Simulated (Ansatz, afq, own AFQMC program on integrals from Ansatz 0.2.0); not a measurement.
# SiNH₂, quartet → SiNH2⁺, quintet, worked out

```json
{"atom": "Si", "x (Å)": "0.0095", "y (Å)": "-0.1038", "z (Å)": "0.6022"}
{"atom": "N", "x (Å)": "-0.0872", "y (Å)": "0.1443", "z (Å)": "-1.1807"}
{"atom": "H", "x (Å)": "0.2656", "y (Å)": "1.1829", "z (Å)": "1.3191"}
{"atom": "H", "x (Å)": "0.6831", "y (Å)": "-0.2976", "z (Å)": "-1.6914"}
```

Connectivity, by distances: SiH–NH.

Both states at this geometry.

Basis cc-pVDZ. Noble-gas cores (and the filled d shells of Ga–Kr and In–Xe) are frozen. AFQMC by an in-house program on the Cholesky factors that Ansatz 0.2.0 writes for its CCSD(T) run. ph-AFQMC/CISD is guided by a CISD state made of CCSD amplitudes; releasing the constraint for a short imaginary time cuts its bias at the price of noise, slowly where states lie close. ± is one standard error of the sampling.

Total energies in eV. CBS is CCSD(T) at the limit of def2-TZVPP/QZVPP (extrapolated itself); the highest rung of each member is named.

Cautions: SiNH₂ (quartet): another spin lies lower; SiNH₂⁺ (quintet): lower spins were not checked; this needn't be the first ionization; core correlation is missing, and it shifts such a gap most where an s electron is promoted.

| member | count | CCSD(T)/cc-pVDZ | highest rung in cc-pVDZ | which | CCSD(T)/CBS |
| --- | --- | --- | --- | --- | --- |
| SiNH₂⁺, quintet | +1 | -9368.0938 | -9368.1260 | CCSDT(Q) | -9371.1226 |
| SiNH₂, quartet | -1 | -9378.6661 | -9378.7074 | CCSDT(Q) | -9382.2652 |

Problem. Work out the best estimate of the vertical ionization energy: the CCSD(T)/CBS difference plus the step from CCSD(T) to the highest rung.

Solution. Sums with the counts: CCSD(T)/CBS 11.1426 eV, highest rung 10.5814 eV, CCSD(T)/cc-pVDZ 10.5723 eV. The step is 10.5814 − 10.5723 = 0.0091 eV, so the best estimate is 11.1426 + (0.0091) = 11.1517 eV. The basis set is worth 0.570 eV of it. Zero-point, core-correlation and spin–orbit terms aren't in it. Past Ne the Hartree–Fock part of each CBS total tends to overshoot, since the cores don't follow the formula; that largely cancels in the difference.

Best estimates are given only where the step beyond CCSD(T) is under 0.3 eV and no member's determinant is very poor (T1 over 0.05, or 0.07 for open shells, ⟨S²⟩ too high by 0.3, two states mixed), so the hardest cases are missing from such tables.

CCSDT and higher add their correlation energy to the determinant of the CCSD(T) run, since their own runs factorise the integrals more tightly (a shift of under 2 meV). Each member of a difference takes its own highest rung, so a best estimate needn't equal the limit plus the step of one row.
